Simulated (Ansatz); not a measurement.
Lattice constant a (Å) of solids drawn from the class of elemental solids other than molecular ones, at two levels: PBE (PAW; Ansatz, a first-principles code), and HSE06 (Ansatz, PAW).

```
solid                   PBE  HSE06  shift (%)
--------------------  -----  -----  ---------
diamond-structure Si  5.470  5.440      -0.55
fcc Au                4.158  4.126      -0.77
fcc Al                4.040  4.019      -0.52
fcc Ir                3.871  3.825      -1.19
bcc W                 3.184  3.163      -0.66
bcc Ba                5.021  5.123      +2.03
bcc Li                3.435  3.463      +0.82
fcc Sr                6.030  6.119      +1.48
```

The shifts run from -1.19 % to +2.03 %, with a median of -0.53 %.

Over all 8 rows HSE06 is the larger in 3.

Ansatz's runs of these crystals have no spin polarisation.

Spin–orbit coupling is left out, also for the solids with elements from indium on (fcc Au, fcc Ir, bcc W, bcc Ba); its size isn't shown.

Ansatz's density-functional and Hartree–Fock values are scalar-relativistic unless marked +SOC, with PAW data made under PBE.
